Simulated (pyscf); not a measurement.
**Addition across a multiple bond or ene-type step: O=B–OH (SMILES O=BO) + HCl (SMILES Cl) → HO–B(OH)–Cl (SMILES OB(O)Cl)**

Gas phase, singlet surface, charge 0. Bonds broken: Cl5–H6. Bonds formed: B2–Cl5, O3–H6. Single points on ωB97X-D3(BJ)/def2-SVP structures (PySCF, gas phase). MP2 and CC: frozen core, UHF for open shells. ΔMP2 is the change of the MP2 total energy from the triple- to the quadruple-zeta basis.

Transition state (Å):

```xyz
6

O     -2.6367     0.1456     0.8053
B     -1.3953    -0.2355     0.6195
O     -0.2652    -0.7648     0.7827
H     -3.0113     0.6835     0.0951
Cl    -0.5334     0.5895    -1.4967
H      0.0384    -0.2648    -0.3450
```

One imaginary mode, 1310i cm⁻¹; descent along it reached the two sides named, in the forms told below.

```
bond    change  reactant side (Å)  saddle  product side
------  ------  -----------------  ------  ------------
Cl5–H6  breaks              1.296   1.544           2.7
B2–Cl5   forms                3.1   2.429         1.796
O3–H6    forms              2.129   1.270         0.962
```

Electronic energies relative to the separated reactants (kcal/mol):

| level | barrier | reaction energy | reverse barrier |
|---|---|---|---|
| ωB97X-D3(BJ)/def2-TZVP | 6.7 | -46.5 | 53.2 |
| PBE/def2-TZVP | 2.8 | -42.9 | 45.8 |
| r²SCAN/def2-TZVP | 2.5 | -46.5 | 49.0 |
| B3LYP-D3(BJ)/def2-TZVP | 6.7 | -42.5 | 49.2 |
| PBE0-D3(BJ)/def2-TZVP | 3.4 | -47.7 | 51.1 |
| M06-2X/def2-TZVP | 5.7 | -46.8 | 52.5 |
| ωB97M-D3(BJ)/def2-TZVP | 6.9 | -44.3 | 51.2 |
| HF/def2-TZVP | 18.1 | -43.8 | 61.8 |
| MP2/def2-QZVPP | 8.0 | -44.2 | 52.2 |
| CCSD/def2-TZVPP | 12.1 | -44.5 | 56.6 |
| CCSD(T)/def2-TZVPP | 10.1 | -44.3 | 54.4 |
| CCSD(T)/def2-TZVPP + ΔMP2(QZVPP) | 9.6 | -44.3 | 53.9 |

With CCSD(T)/def2-TZVPP + ΔMP2(QZVPP) energies and thermal terms (ideal gas, 1 atm, RRHO with modes under 100 cm⁻¹ raised to 100, one conformer, R ln 2 for rigid chiral ones), in kcal/mol:

```tsv
T (K)	ΔH‡	ΔG‡	ΔH	ΔG
298	8.4	17.9	-40.6	-30.4
600	8.4	27.5	-40.6	-20.1
900	8.8	37.0	-40.1	-9.9
1200	9.3	46.3	-39.4	+0.1
```

On the reactant side the descent ends in a complex, 6.6 kcal/mol under the separated species and 13.2 kcal/mol under the saddle at ωB97X-D3(BJ)/def2-TZVP. One saddle was located; it need not be the lowest between these sides. The CCSD(T) − MP2 part came from Ansatz, without density fitting, on the same reference.
